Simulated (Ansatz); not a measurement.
Input file:

```yaml
crystal:
  periodic: [false, false, false]
  atoms:
    - {symbol: Al, position_ang: [0.001618, 0.031797, 1.760208]}
    - {symbol: As, position_ang: [0.000785, -0.032566, -0.690561]}
    - {symbol: H, position_ang: [0.048749, 1.438295, 2.518799]}
    - {symbol: H, position_ang: [-0.054028, -1.376116, 2.505367]}
    - {symbol: H, position_ang: [-0.096412, 1.507338, -0.812769]}
basis:
  gaussian: {orbitals: 6-31G, point_charges: [{charge: 0.50, position_ang: [3.118, 0.163, 0.563]}]}
magnetization: {spin_polarized: false, initial_magnetization: 1}
correlation: {method: ccsd_t, electrons: valence}
accuracy: high
output: {forces: true}
```

```sh
$ ansatz run in.yaml --threads 1 --pin off --events-out ev --progress --plain --max-ram 2393MiB
```

Problem. Roughly how long does this take on 1 thread of Intel Xeon, shared host, and how much host memory?

Solution. 50 s wall and 0.21 GiB.

```
908 factors; integrals over basis functions are off by at most 5.4e-9 eV
mean field evaluation 1: about -67414.1449 eV, gradient 8.4e0 eV
mean field evaluation 2: about -67414.1505 eV, gradient 8.4e0 eV
mean field evaluation 4: about -67414.6255 eV, gradient 4.1e-1 eV
mean field evaluation 8: about -67414.6273 eV, gradient 8.3e-4 eV
mean field evaluation 16: about -67414.6203 eV, gradient 1.5e-1 eV
mean field evaluation 32: about -67413.5309 eV, gradient 1.3e-2 eV
mean field evaluation 64: about -67413.5309 eV, gradient 5.7e-3 eV
mean field -67414.62726973 eV, -2477.4418568869 hartree, gradient 3.9e-8 eV, S^2 0.750000; 3 other end points of the search recorded, 0 dependent functions left out
mean field evaluation 96: about -67414.6627 eV, gradient 4.2e-1 eV
determinant -67414.62726973 eV, -2477.4418568869 hartree, with singles and doubles -67421.28516825 eV, -2477.6865301447 hartree
determinant -67413.53094730 eV, -2477.4015677808 hartree, with singles and doubles -67420.38302669 eV, -2477.6533770540 hartree
14 core orbitals not correlated: weight in the atoms' cores, before any rotation towards them, 1.000 or more for the frozen orbitals, at most 0.000 for the correlated occupied ones
reference -67414.62726973 eV, -2477.4418568869 hartree; 11, 10 occupied and 23, 24 virtual orbitals, 908 factors
second order -6.20508091 eV of doubles, -0.02285000 eV of singles
cycle   1  -6.65689519 eV  change    1.0e-3 eV  update   5.8e-4
cycle   2  -6.65703190 eV  change   -1.4e-4 eV  update   4.3e-4
...
cycle  14  -6.65696599 eV  change   -6.3e-8 eV  update   8.4e-8
cycle  15  -6.65696601 eV  change   -2.0e-8 eV  update   4.4e-8
cycle  16  -6.65696601 eV  change  -7.1e-11 eV  update   2.6e-8
cycle  17  -6.65696557 eV  change    4.5e-7 eV  update   8.7e-8
cycle  18  -6.65696552 eV  change    4.7e-8 eV  update   2.9e-8
cycle  19  -6.65696549 eV  change    2.7e-8 eV  update   1.1e-8
cycle  20  -6.65696550 eV  change   -3.3e-9 eV  update   6.5e-9
cycle  21  -6.65696550 eV  change  -4.2e-10 eV  update   4.7e-9
cycle  22  -6.65696550 eV  change   2.7e-11 eV  update   3.3e-9
cycle  23  -6.65696550 eV  change  -8.2e-10 eV  update   2.1e-9
perturbative correction -0.08319517 eV, -0.0030573660 hartree
the calculation of the forces begins
Total energy: -67421.36743039 eV, -2477.6895532226 hartree
Atom 0 at     0.001618     0.031797     1.760208 Å, force    -0.433106     0.028655     0.487920 eV/Å
Atom 1 at     0.000785    -0.032566    -0.690561 Å, force     0.195644    -0.132250    -0.696546 eV/Å
Atom 2 at     0.048749     1.438295     2.518799 Å, force     0.110611     0.246535     0.194566 eV/Å
Atom 3 at    -0.054028    -1.376116     2.505367 Å, force     0.068620    -0.281290     0.193034 eV/Å
Atom 4 at    -0.096412     1.507338    -0.812769 Å, force    -0.039978     0.142566    -0.062093 eV/Å
Dipole moment:    -0.198903     0.102453     0.151432 e Å
```

Forces (eV/Å):
```
Al  -0.433  0.029  0.488
As   0.196 -0.132 -0.697
H    0.111  0.247  0.195
H    0.069 -0.281  0.193
H   -0.040  0.143 -0.062
```
